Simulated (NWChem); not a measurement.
System: ethylene (C$_{2}$H$_{4}$); SMILES C=C

The following NWChem deck was run.

```
start job
memory heap 200 mb stack 900 mb global 1100 mb
geometry units angstroms noautoz
  C      0.000000     0.665229     0.000000
  C      0.000000    -0.665229     0.000000
  H      0.931002     1.240614     0.000000
  H     -0.931002     1.240614     0.000000
  H     -0.931002    -1.240614     0.000000
  H      0.931002    -1.240614     0.000000
end
basis spherical
  * library def2-svpd
end
dft
  xc b3lyp
  iterations 150
  mulliken
end
task dft energy
```

All runs use the structure optimised with PBE0/def2-SVP. B3LYP is NWChem's, with the RPA form of VWN correlation.

Question: Give the results of this calculation. (B3LYP/def2-SVPD.) Quantities: basis functions; energy (Ha); highest occupied level (eV); orbital gap (eV).

Answer: 
```yaml
number_of_basis_functions: 72
energy (Ha): -78.54
highest occupied level (eV): -7.66
orbital gap (eV): 7.48
```
